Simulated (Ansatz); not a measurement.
The input, for Ansatz 0.2.0:

```yaml
crystal:
  periodic: [false, false, false]
  atoms:
    - {symbol: Ga, position_ang: [0.000000, 0.000000, 0.000000]}
    - {symbol: H, position_ang: [0.000000, 0.000000, 1.454000]}
basis:
  gaussian: {orbitals: pcseg-2}
total_charge: -1
magnetization: {spin_polarized: false, initial_magnetization: 3}
correlation: {method: ccsdt_q_b, electrons: outside_noble_gas}
```

```sh
$ ansatz run in.yaml --threads 1 --pin off --events-out ev --progress --plain --max-ram 2393MiB
```

The program prints:

```
608 factors; integrals over basis functions are off by at most 1.4e-7 eV
mean field evaluation 1: about -52346.0106 eV, gradient 1.4e1 eV
mean field evaluation 2: about -52346.0212 eV, gradient 1.4e1 eV
mean field evaluation 4: about -52347.9893 eV, gradient 2.1e0 eV
mean field evaluation 8: about -52348.1138 eV, gradient 1.2e-3 eV
mean field evaluation 16: about -52347.9918 eV, gradient 2.1e0 eV
mean field evaluation 32: about -52345.1110 eV, gradient 2.1e-4 eV
mean field evaluation 64: about -52345.1603 eV, gradient 3.2e-1 eV
mean field -52348.11375446 eV, -1923.7576976505 hartree, gradient 2.3e-6 eV, S^2 3.750000; 1 other end points of the search recorded, 0 dependent functions left out
determinant -52348.11375446 eV, -1923.7576976505 hartree, with singles and doubles -52349.90864772 eV, -1923.8236587610 hartree
determinant -52345.11102449 eV, -1923.6473493595 hartree, with singles and doubles -52346.81901157 eV, -1923.7101167271 hartree
14 core orbitals not correlated: weight in the atoms' cores, before any rotation towards them, 0.997 or more for the frozen orbitals, at most 0.002 for the correlated occupied ones
reference -52348.11375446 eV, -1923.7576976505 hartree; 4, 1 occupied and 39, 42 virtual orbitals, 608 factors
second order -1.38899026 eV of doubles, -0.00996545 eV of singles
cycle   1  -1.65377214 eV  change   -2.5e-1 eV  update   5.3e-2
cycle   2  -1.82549719 eV  change   -1.7e-1 eV  update   2.6e-2
cycle   3  -1.83571897 eV  change   -1.0e-2 eV  update   1.1e-2
cycle   4  -1.84187292 eV  change   -6.2e-3 eV  update   5.6e-3
cycle   5  -1.84228160 eV  change   -4.1e-4 eV  update   1.7e-3
cycle   6  -1.84196901 eV  change    3.1e-4 eV  update   5.9e-4
cycle   7  -1.84233526 eV  change   -3.7e-4 eV  update   2.1e-4
cycle   8  -1.84239303 eV  change   -5.8e-5 eV  update   6.3e-5
cycle   9  -1.84234781 eV  change    4.5e-5 eV  update   2.6e-5
cycle  10  -1.84233905 eV  change    8.8e-6 eV  update   9.5e-6
cycle  11  -1.84234357 eV  change   -4.5e-6 eV  update   3.6e-6
cycle  12  -1.84234453 eV  change   -9.6e-7 eV  update   1.3e-6
cycle  13  -1.84234435 eV  change    1.8e-7 eV  update   4.8e-7
perturbative correction -0.00096447 eV, -0.0000354437 hartree
Total energy: -52349.95706328 eV, -1923.8254380003 hartree
```

Ran on 1 thread of Arm Neoverse V1, shared host: 11 s wall, 0.21 GiB peak host memory.
